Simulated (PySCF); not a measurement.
## Fractional electron number in Cl (chlorine, neutral)

The 3p beta orbital of [Ne] 3s2 3p5 is emptied in steps (occupation f), with all orbitals relaxed, ending at [Ne] 3s2 3p4. Calculation: PySCF 2.14, in def2-SVP (4s3p1d, 18 functions); the non-relativistic Hamiltonian (point nucleus). The exact energy is a straight line in f; departures are measured from the line between the end points of the same method.

| f | UHF (eV) | LDA (eV) | PBE (eV) | PBE0 (eV) | r2SCAN (eV) | LC-wPBE (eV) | BHandHLYP (eV) | wB97X (eV) | HSE06 (eV) | TPSS (eV) |
| --- | --- | --- | --- | --- | --- | --- | --- | --- | --- | --- |
| 1 | 0.000 | 0.000 | 0.000 | 0.000 | 0.000 | 0.000 | 0.000 | 0.000 | 0.000 | 0.000 |
| 0.75 | 0.176 | -1.025 | -0.988 | -0.699 | -0.920 | -0.152 | -0.432 | -0.238 | -0.776 | -0.952 |
| 0.5 | 0.231 | -1.364 | -1.309 | -0.923 | -1.204 | -0.192 | -0.577 | -0.311 | -1.026 | -1.258 |
| 0.25 | 0.170 | -1.020 | -0.972 | -0.684 | -0.880 | -0.135 | -0.433 | -0.230 | -0.761 | -0.934 |
| 0 | 0.000 | 0.000 | 0.000 | 0.000 | 0.000 | 0.000 | 0.000 | 0.000 | 0.000 | 0.000 |

| method | E(f=0) − E(f=1) (eV) | −ε at f=1 (eV) | −ε at f=0.5 (eV) |
| --- | --- | --- | --- |
| UHF | 11.784 | 12.739 | 11.769 |
| LDA | 13.057 | 7.583 | 13.071 |
| PBE | 12.851 | 7.555 | 12.892 |
| PBE0 | 12.905 | 9.148 | 12.944 |
| r2SCAN | 13.007 | 8.039 | 13.109 |
| LC-wPBE | 13.013 | 12.171 | 13.056 |
| BHandHLYP | 12.802 | 10.493 | 12.800 |
| wB97X | 13.005 | 11.716 | 13.029 |
| HSE06 | 12.903 | 8.735 | 12.943 |
| TPSS | 12.917 | 7.809 | 12.964 |

Orbital energy along the path (eV):

| f | UHF | LDA | PBE | PBE0 | r2SCAN | LC-wPBE | BHandHLYP | wB97X | HSE06 | TPSS |
| --- | --- | --- | --- | --- | --- | --- | --- | --- | --- | --- |
| 1 | -12.739 | -7.583 | -7.555 | -9.148 | -8.039 | -12.171 | -10.493 | -11.716 | -8.735 | -7.809 |
| 0.75 | -12.242 | -10.330 | -10.238 | -11.064 | -10.611 | -12.635 | -11.650 | -12.388 | -10.858 | -10.406 |
| 0.5 | -11.769 | -13.071 | -12.892 | -12.944 | -13.109 | -13.056 | -12.800 | -13.029 | -12.943 | -12.964 |
| 0.25 | -11.319 | -15.792 | -15.488 | -14.768 | -15.470 | -13.413 | -13.951 | -13.621 | -14.968 | -15.453 |
| 0 | -10.892 | -18.470 | -17.968 | -16.495 | -17.513 | -13.673 | -15.126 | -14.248 | -16.909 | -17.828 |

Reference removal energy between the ground levels: 12.968 eV (measured; NIST Atomic Spectra Database, ionization energies). The calculation has no spin-orbit coupling. UHF lacks correlation.
